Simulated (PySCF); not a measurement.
The numbers are results of PBE-D3(BJ)/def2-TZVP // B3LYP-D3(BJ)/def2-SVP run with PySCF 2.14.0, not measurements. Isolated molecules, 0 K electronic values unless said otherwise. One relaxed conformer stands for a flexible species; it need not be the lowest. Excitations are Tamm–Dancoff values on a coarser integration grid. The basis has no diffuse functions, so Rydberg states are missing or too high.

Reference species (SMILES): `Cl[Si](Cl)(Cl)Cl` (neutral, multiplicity 1).

- S1 oscillator strength = 0.000
- HOMO–LUMO gap = 6.17 eV
- HOMO = -8.12 eV
- S1 excitation (TDA) = 6.32 eV

Changed species: `CC[Si](CC)(CC)CC` (4 of 4 Cl replaced by C2H5; the reference has 0 of 4 Cl replaced by C2H5).

Question: Predict the effect on the S1 oscillator strength, HOMO–LUMO gap, HOMO and S1 excitation (TDA).

Answer: the S1 oscillator strength stays essentially unchanged; the HOMO–LUMO gap rises by 0.35 eV, to 6.52 eV; the HOMO rises by 1.73 eV, to -6.39 eV; the S1 excitation (TDA) goes up by 0.23 eV, to 6.55 eV.
